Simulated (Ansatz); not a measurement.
The input, for Ansatz 0.2.0:

```yaml
crystal:
  periodic: [false, false, false]
  atoms:
    - {symbol: Al, position_ang: [0.000000, -0.031887, 0.689947]}
    - {symbol: N, position_ang: [0.000000, 0.120874, -1.212902]}
    - {symbol: H, position_ang: [0.000000, -0.826124, -1.614269]}
basis:
  gaussian: {orbitals: cc-pVDZ}
magnetization: {spin_polarized: true, initial_magnetization: 1}
correlation: {method: ccsdtq, electrons: outside_noble_gas}
```

```sh
$ ansatz run in.yaml --threads 2 --pin off --events-out ev --progress --plain --max-ram 24576MiB --backend cuda --devices 0, --max-vram 18GiB
```

Q: Roughly how long does this take on 2 threads of AMD EPYC 7R13 with a shared H100 80 GB, shared host, and how much host memory?

A: 36 s wall and 0.82 GiB.

```
684 factors; integrals over basis functions are off by at most 1.7e-7 eV
mean field evaluation 1: about -8072.6716 eV, gradient 2.9e1 eV
mean field evaluation 2: about -8072.7007 eV, gradient 2.9e1 eV
mean field evaluation 4: about -8078.0521 eV, gradient 3.4e0 eV
mean field evaluation 8: about -8078.7310 eV, gradient 4.9e-1 eV
mean field evaluation 16: about -8078.7511 eV, gradient 1.5e-6 eV
mean field evaluation 32: about -8079.0977 eV, gradient 6.6e-5 eV
mean field evaluation 64: about -8078.7511 eV, gradient 6.7e-5 eV
mean field evaluation 96: about -8079.0949 eV, gradient 2.2e-6 eV
mean field evaluation 128: about -8078.3797 eV, gradient 8.2e0 eV
mean field evaluation 160: about -8077.1201 eV, gradient 5.6e-4 eV
...
cycle  17  -5.85540637 eV  change   -1.8e-5 eV  update   4.7e-5
cycle  18  -5.85540779 eV  change   -1.4e-6 eV  update   6.8e-5
cycle  19  -5.85540061 eV  change    7.2e-6 eV  update   3.0e-5
cycle  20  -5.85539553 eV  change    5.1e-6 eV  update   1.2e-5
cycle  21  -5.85539659 eV  change   -1.1e-6 eV  update   1.1e-5
cycle  22  -5.85539859 eV  change   -2.0e-6 eV  update   6.0e-6
cycle  23  -5.85539939 eV  change   -8.0e-7 eV  update   4.3e-6
cycle  24  -5.85540082 eV  change   -1.4e-6 eV  update   2.5e-6
cycle  25  -5.85540157 eV  change   -7.5e-7 eV  update   1.3e-6
cycle  26  -5.85540133 eV  change    2.4e-7 eV  update   7.9e-7
Total energy: -8084.95025486 eV, -297.1164416901 hartree
```
